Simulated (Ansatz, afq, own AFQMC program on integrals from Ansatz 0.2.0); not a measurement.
## AFQMC, coupled cluster and functionals along a coordinate of BNH₃, doublet

```xyz
5

B     0.0000   -0.1798    0.7865
N     0.0000    0.0674   -0.5650
H     0.0000    0.6578    1.6392
H     0.0000    0.9957   -0.9652
H     0.0000   -0.6620   -1.2589
```

The B1–N2 distance is changed with both sides rigid. Energies in mEh count from this geometry (1.374 Å) at the same level; the start stands on UHF, each point on the determinant named.

Basis cc-pVDZ. Only valence electrons are correlated. Ansatz 0.2.0 and our own AFQMC program on the same integrals; the CISD trial comes from CCSD amplitudes, and released means the phaseless constraint is let go. Error bars are statistical, one sigma.

Cautions, each for one point or more: a spin-contaminated unrestricted determinant lies lower; higher spins were not checked; the ph-AFQMC/CISD walk drifts between its halves.

```csv
r(B1–N2) / Å,det.,T1,weight,⟨S²⟩,CCSD(T),ph-AFQMC/CISD,released AFQMC,B2PLYP,PBE0
1.230,UHF,0.013,0.91,0.76,28.4,29.0 ± 0.6,27.5 ± 0.8,25.4,24.4
1.539,UHF,0.020,0.90,0.76,13.4,13.6 ± 0.6,11.3 ± 0.9,15.3,16.3
1.889,UHF,0.033,0.87,0.76,89.3,88.5 ± 1.1,88.1 ± 1.4*,92.5,95.5
2.488,ROHF†,0.018,0.86,pure,194.8,195.6 ± 0.7,193.3 ± 1.0*,206.5§,207.9§
3.628,ROHF†,0.013,0.87,pure,187.4,188.5 ± 0.6,186.8 ± 1.1*,205.2§,212.8§
```

Weight is that of the determinant in the CISD state; at the start T1 is 0.015 and the weight 0.90, and ⟨S²⟩ is 0.76. An asterisk marks released energies that aren't shown to be converged. A dagger marks points whose determinant fills other symmetries than the start's, so the wave-function levels may follow another state there, or a degenerate partner. § marks a functional whose ⟨S²⟩ is too high by over 0.1. Largest departures from phaseless AFQMC with a CISD trial: CCSD(T) -1.1 mEh at 3.628 (on ROHF) (within the noise), released AFQMC -2.3 mEh at 1.539 (on UHF), B2PLYP 4.0 mEh at 1.889, PBE0 7.0 mEh at 1.889. The walk's constraint bias lies outside its error bars, so these are departures and not errors. Functionals count only at points shown to share the start's state and spin. In this small basis the wave-function levels are far from their limit, so their gap to the functionals isn't the functionals' error.

Some points may be missing: those where a free walk finds a much lower state, and past Zn most of those on another determinant than at the start.

A walk keeps the symmetry of its determinant, which the program's search chose and which needn't be the lowest solution, so a lower state of the same spin and another symmetry isn't excluded.
